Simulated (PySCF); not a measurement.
C2H7N, SMILES CNC. Atoms are numbered in the order given.

```xyz
10

C      0.0201    -0.2223     1.2121
N     -0.1470     0.5620     0.0000
C      0.0201    -0.2223    -1.2121
H      0.9791    -0.7643     1.2649
H     -0.7797    -0.9641     1.2772
H     -0.0569     0.4263     2.0857
H      0.5033     1.3376     0.0000
H      0.9791    -0.7643    -1.2649
H     -0.0569     0.4263    -2.0857
H     -0.7797    -0.9641    -1.2772
```
Charge 0, spin multiplicity 1.

Geometry: B3LYP-D3(BJ)/def2-TZVP.

Method: PBE/def2-TZVPD (PySCF).

Isolated molecule, no solvent.

The total energy comes out as -135.02782 hartree, the point group comes out as Cs and the highest occupied level comes out as -4.99 eV. The lowest empty level comes out as -0.22 eV, the orbital gap is 4.77 eV and the dipole moment is 0.92 D. The quadrupole, principal values (traceless, Buckingham form, about the centre of nuclear charge) is -3.93, 1.29, 2.63 D·Å, the mean static polarisability comes out as 40.2 bohr³ (5.96 Å³) and the polarisability, principal values comes out as 35.9, 39.9, 44.8 bohr³.
